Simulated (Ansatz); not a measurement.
## How the LO phonon frequency at X of rock-salt LiF moves with the method

No measured value is used here.

```tsv
level (code)	value (cm⁻¹)	cell (Å³/atom)
LDA (Ansatz)	482	7.47
PBE (Ansatz)	444	8.42
r²SCAN (Ansatz)	474	7.94
r²SCAN0 (Ansatz)	486	7.75
Hartree–Fock (Ansatz)	___	7.96
```

Q: What belongs in the gaps?

A: 
- Hartree–Fock (Ansatz, a quantum-chemistry and plane-wave program), value (cm⁻¹): 494

Each level is taken at its own relaxed cell. Cutoffs differ between the levels. Ansatz's density-functional and Hartree–Fock values are scalar-relativistic unless marked +SOC, with PAW data made under PBE.
